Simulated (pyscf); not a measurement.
Structures and frequencies: ωB97X-D3(BJ)/def2-SVP in PySCF.

Task: Estimate by transition-state theory the rate constant of `[SiH3][GaH][AsH2]` + `[H][H]` → `[GaH2][AsH2]` + `[SiH4]` (singlet surface; Ga–Si, H–H broken, Ga–H, H–Si formed) at 1200 K, with ωB97M-D3(BJ)/def2-TZVP energies (ideal gas, 1 atm, RRHO with modes under 100 cm⁻¹ raised to 100, one conformer, R ln 2 for chiral ones without a mode under 150 cm⁻¹; no tunnelling).

Result: The electronic barrier is 28.7 kcal/mol and the thermal terms add +38.2, so ΔG‡ = 66.8 kcal/mol. With k_BT/h = 2.50e+13 s⁻¹ and RT = 2.385 kcal/mol, and a volume of 1.64e-19 cm³ per molecule at 1 atm, k = 2.8e-18 cm³ molecule⁻¹ s⁻¹. Wigner's tunnelling factor for 1342i cm⁻¹ would be 1.11. A shift of 1 kcal/mol in the barrier changes k by a factor 1.5. On the product side the descent ends in a complex, 6.4 kcal/mol under the separated species and 32.6 kcal/mol under the saddle at ωB97X-D3(BJ)/def2-TZVP. At the saddle there is also a short Ga–H contact that neither side keeps. This is the saddle that the search found; another between the same sides may lie lower. Elements up to Kr have no core potential and no relativistic terms here.
